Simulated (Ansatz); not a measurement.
Reactions of `O=NOO`.

Isolated molecules relaxed with PBE0-D4/def2-TZVP in Ansatz; ΔE leaves out vibrations. CCSD(T)/CBS is frozen-core, at the limit of the def2 triple- and quadruple-zeta sets. Functionals use def2-TZVPP. No spin–orbit coupling; open shells (•) take unrestricted orbitals. Spin–orbit coupling would lower the free atoms: a little for O. One conformer a species, not always the lowest.

```json
{"reaction": "`O=NOO` → `[OH]`• + `[O]N=O`•", "PBE-D4 (eV)": "1.19", "B2PLYP (eV)": "0.74", "PBE0-D4 (eV)": "0.84", "r2SCAN-D4 (eV)": "0.85"}
{"reaction": "`O=NOO` → H• + N• + 3 O•", "PBE-D4 (eV)": "17.62", "B2PLYP (eV)": "15.30", "PBE0-D4 (eV)": "15.56", "r2SCAN-D4 (eV)": "15.87"}
{"reaction": "`O=NOO` → `[N]=O`• + `[O]O`•", "PBE-D4 (eV)": "1.72", "B2PLYP (eV)": "1.15", "PBE0-D4 (eV)": "1.27", "r2SCAN-D4 (eV)": "1.46"}
{"reaction": "`O=NOO` → `O=[N+]([O-])O`", "PBE-D4 (eV)": "-1.36", "B2PLYP (eV)": "-1.42", "PBE0-D4 (eV)": "-1.53", "r2SCAN-D4 (eV)": "-1.46"}
```

Give the CCSD(T)/CBS values in the same order. (An estimate is asked.)

Ansatz gave: 1.01, 15.41, 1.30, -1.34 eV.

Largest T1 diagnostic: 0.032, for `[O]O`•, so its coupled-cluster energy is less sure.
